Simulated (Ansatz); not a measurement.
Mulliken charges of HMg (`[MgH]`) radical from PBE/def2-TZVPP in Ansatz (PBE0-D4/def2-TZVP geometry).

```tsv
atom	x (Å)	y (Å)	z (Å)	charge (e)
Mg1	-0.728	0.214	-0.384	0.208
H2	0.757	-0.274	0.388	-0.208
```

Problem. By hand: the dipole of these point charges (1 e Å = 4.8032 D).

Solution. Σ q r = (-0.309, 0.102, -0.161) e Å, of length 0.363 e Å = 1.74 D.

Problem. How does the dipole of the full density compare? (Estimate.)

Solution. Ansatz gave: (-0.212, 0.070, -0.110) e Å, 1.20 D; the point charges give 1.45 times that, at 0° from its direction.

Point charges leave out the atoms' own dipoles, such as those of lone pairs, and Mulliken's split depends on the basis, so the two needn't agree.
